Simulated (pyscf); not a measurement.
Single points on ωB97X-D3(BJ)/def2-SVP structures (PySCF, gas phase). Correlated levels are frozen-core, on RHF or UHF. ΔMP2 is the change of the MP2 total energy from the triple- to the quadruple-zeta basis.

SMILES: Cl[Si](O)=O
```xyz
5

O     -0.2353     0.6694     1.2464
Si    -1.2017    -0.0486     0.3186
O     -1.0426    -1.5246    -0.3568
Cl    -2.9766     0.6437    -0.3421
H     -0.2271    -1.9927    -0.1325
```
Charge 0, spin multiplicity 1.

### Question
What is the homolytic dissociation enthalpy (298 K, CCSD(T)/def2-TZVPP + ΔMP2(QZVPP)) of the O–Si bond of O=Si(OH)–Cl (SMILES O=[Si](O)Cl), to [O=Si–Cl]• + OH•?

### Answer
O–Si to [O=Si–Cl]• + OH•: 123.3 kcal/mol. The radicals are drawn with the spin at the cut bond; how far it spreads was not checked. The CCSD(T) − MP2 part came from Ansatz, without density fitting, on the same reference. Left out: the spin-orbit lowering of OH.
